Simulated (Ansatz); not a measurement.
One change: `C[SiH2]F` becomes `C[SiH2]C`.

Ansatz, PBE0-D4/def2-TZVP geometries, multiplicity 1. 

```tsv
property	`C[SiH2]F`
LUMO energy (PBE/def2-TZVPP) / eV	-0.39
LUMO energy (B3LYP/def2-TZVPP) / eV	0.25
HOMO–LUMO gap (PBE0/def2-TZVPP) / eV	9.73
HOMO energy (PBE0/def2-TZVPP) / eV	-9.24
size of the dipole moment (ωB97M-V/def2-TZVPP) / D	1.70
LUMO energy (ωB97M-V/def2-TZVPP) / eV	2.17
```

**Question.** Give the same properties after the change, and the shifts. (Best estimate.)

**Answer.** The calculation gave: 
| property | `C[SiH2]C` | shift |
| --- | --- | --- |
| LUMO energy (PBE/def2-TZVPP) / eV | 0.29 | 0.68 |
| LUMO energy (B3LYP/def2-TZVPP) / eV | 0.77 | 0.52 |
| HOMO–LUMO gap (PBE0/def2-TZVPP) / eV | 9.89 | 0.16 |
| HOMO energy (PBE0/def2-TZVPP) / eV | -8.82 | 0.42 |
| size of the dipole moment (ωB97M-V/def2-TZVPP) / D | 0.79 | -0.91 |
| LUMO energy (ωB97M-V/def2-TZVPP) / eV | 2.50 | 0.33 |

With PBE0 the HOMO rises by 0.42 eV and the LUMO rises by 0.58 eV, so the gap widens by about 0.16 eV. PBE moves the HOMO by 0.32 eV and ωB97M-V by 0.43 eV. The zero-point energy changes by 88.4 kJ/mol with +9 modes. Dipoles are sizes alone; their direction can turn.

B3LYP here is the variant with VWN-RPA as its local correlation; programs differ in this.
